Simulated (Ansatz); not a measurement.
Input for Ansatz (development build ahead of 0.2.0):

```yaml
crystal:
  periodic: [false, false, false]
  atoms:
    - { symbol: "N", position_ang: [0.0, 0.0, 0.0] }
    - { symbol: O, position_ang: [0.0, 1.0862, 0.46106] }
    - { symbol: O, position_ang: [0.0, -1.0862, 0.46106] }
basis:
  gaussian: { orbitals: cc-pVTZ }
magnetization:
  initial_magnetization: 1
hamiltonian:
  xc: hf
correlation:
  method: ccsd_t
  frozen_orbitals: { "N": 1, O: 1 }
output:
  forces: true
```

The input is written out in the form of the current development build from the run's settings. Correlation on restricted open-shell orbitals is semicanonical, with singles.

Results

| Property | Result |
| --- | --- |
| Converged | yes |
| Reference energy | -204.10434 hartree |
| CCSD correlation energy | -0.65936 hartree |
| Triples correction | -0.03557 hartree |
| Total energy | -204.79926 hartree |
| Spin squared of the determinant | 0.750 |

Forces (eV/Å):
```csv
atom,Fx,Fy,Fz
N1,0.000,0.000,-1.075
O2,0.000,1.608,0.537
O3,0.000,-1.608,0.537
```
